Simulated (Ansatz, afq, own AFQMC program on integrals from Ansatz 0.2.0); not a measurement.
F, doublet → F, quartet

A free F atom.

E(quartet, charge +0) − E(doublet, charge +0) at this geometry, on UHF and UHF determinants.

Basis aug-cc-pVTZ. Noble-gas cores (and the filled d shells of Ga–Kr and In–Xe) are frozen. Integrals, coupled cluster, full CI and functionals: Ansatz 0.2.0; the random walks run on the same integrals in our own AFQMC program. ph-AFQMC/CISD is guided by a CISD state made of CCSD amplitudes; releasing the constraint for a short imaginary time cuts its bias at the price of noise, slowly where states lie close. Free projection: walkers drawn from exp(T), propagated without any constraint. Its projection time is finite, and what remains of the start isn't in its error. Uncertainties: one standard error, sampling alone. The errors of all members are added in quadrature.

No full CI on the walks' own integrals is used here; CCSDT(Q) serves as the reference and is uncertain by about the last step of the cluster series. Each member takes its own surest rung, up to full CI.

Errors are counted within aug-cc-pVTZ, not against nature.

Cautions: F (doublet): the released energies move by 1.5 errors or more from one time to the next, so no released level is given (meV from the phaseless value at times in 1/Eh: -8 ± 8 at 0.24, -2 ± 6 at 0.51, -5 ± 7 at 0.99, 16 ± 7 at 1.62, 1 ± 14 at 2.40), the ph-AFQMC/HF walk drifts between its halves (2.0 errors); F (quartet): another spin lies lower, the released energies move by 1.5 errors or more from one time to the next, so no released level is given (meV from the phaseless value at times in 1/Eh: -9 ± 4 at 0.24, -11 ± 4 at 0.51, -4 ± 3 at 0.99, -15 ± 7 at 1.62, 3 ± 9 at 2.40), though the last usable value meets CCSDT(Q) within the noise.

Reference (CCSDT(Q)): 1310.3 kJ/mol.

```tsv
level	vertical spin gap (kJ/mol)	error against CCSDT(Q) (kJ/mol)
HF	1188.8	-121.5
MP2	1319.9	9.6
CCSD	1306.5	-3.8
CCSD(T)	1310.4	0.0
CCSDT	1310.2	-0.1
ph-AFQMC/HF	1313.1 ± 4.9	2.8 ± 4.9
ph-AFQMC/CISD	1310.9 ± 0.7	0.6 ± 0.7
free AFQMC	1310.7 ± 1.9	0.4 ± 1.9
```

Correlation beyond CCSD(T) changes it by less than 2 meV. The perturbative (T) step is worth +3.9 kJ/mol.

Free projections are given only where their last times agree within the noise and don't stop above the reference; a slow remainder of the start can still hide under it. A walk keeps the symmetry of its determinant, which the program's search chose and which needn't be the lowest solution, so a lower state of the same spin and another symmetry isn't excluded.
